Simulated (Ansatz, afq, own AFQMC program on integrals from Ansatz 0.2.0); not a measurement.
## Where AFQMC and coupled cluster stand for HfCl2O, singlet

```xyz
4

Hf   -0.1318    0.2032    0.0000
O     0.5715    1.7970    0.0000
Cl    0.2028   -0.9171   -2.0560
Cl    0.2028   -0.9171    2.0560
```

Connectivity, by distances: O–Hf(–Cl)–Cl.

Basis def2-SVP with its core potentials. Noble-gas cores (and the filled d shells of Ga–Kr and In–Xe) are frozen. AFQMC by an in-house program on the Cholesky factors that Ansatz 0.2.0 writes for its CCSD(T) run. The CISD trial takes its coefficients from CCSD amplitudes. Released means that phaseless walkers are propagated on without the constraint, phases kept. Error bars are statistical, one sigma. No spin–orbit coupling. The metal's outer-core s and p shells are frozen, which shifts wave-function levels against functionals.

Determinant: RHF, the one that the program's search chose, which needn't be the lowest solution. The geometry is a PBE0/def2-TZVP stationary point of this or a neighbouring charge and spin state.

No full CI on the walks' own integrals is used here; CCSDT(Q) serves as the reference and is uncertain by about the last step of the cluster series.

Cautions: no spin-orbit coupling; outer-core shells of the metal frozen; higher spins were not checked.

The T1 diagnostic is 0.0210. The weight of the determinant in the CISD state is 0.809. The size of the correlated space is 24 electrons in 67 orbitals.

Reference: CCSDT(Q), correlation energy -16.059 eV. The released energy is read at 0.90 1/Eh (meV from the phaseless value at times in 1/Eh: -5 ± 12 at 0.21, 7 ± 13 at 0.42, 0 ± 11 at 0.63, 6 ± 16 at 0.90).

```csv
level,E − E(reference) (kcal/mol),share of correlation (%)
HF,370.32,0.00
MP2,16.60,95.52
CCSD,14.20,96.17
CCSD(T),1.35,99.64
CCSDT,1.05,99.72
ph-AFQMC/CISD,-0.10 ± 0.30,100.03
released AFQMC,0.04 ± 0.36,99.99
```

A walk keeps the symmetry of its determinant, which the program's search chose and which needn't be the lowest solution, so a lower state of the same spin and another symmetry isn't excluded. Released energies are given only where the last usable release times agree within the noise; a slower fall can still hide under it.
